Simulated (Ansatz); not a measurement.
# Tetradymite Bi2Se3

Computed with PBE (plane waves, PAW; Ansatz, an electronic-structure program).

Run with plane-wave cutoff 520 eV, 10×10×10 k mesh, Fermi–Dirac smearing 0.01 eV, scalar-relativistic PAW data made under PBE.

Cell: measured lattice: a = b = 4.1430 Å, c = 28.6360 Å, α = β = 90.00°, γ = 120.00°.

For tetradymite Bi2Se3, the band gap is 0.21 eV.

Measured, for comparison: band gap 0.3 eV (temperature not stated, not corrected to a static lattice; as tabulated in Park and Ryu (2016), arXiv:1610.06451).

Note: cell and atoms aren't relaxed at this level (largest force component 0.16 eV/Å, pressure 2.5 GPa).

Spin–orbit coupling is not included; it can close the smallest gap of 0.21 eV.
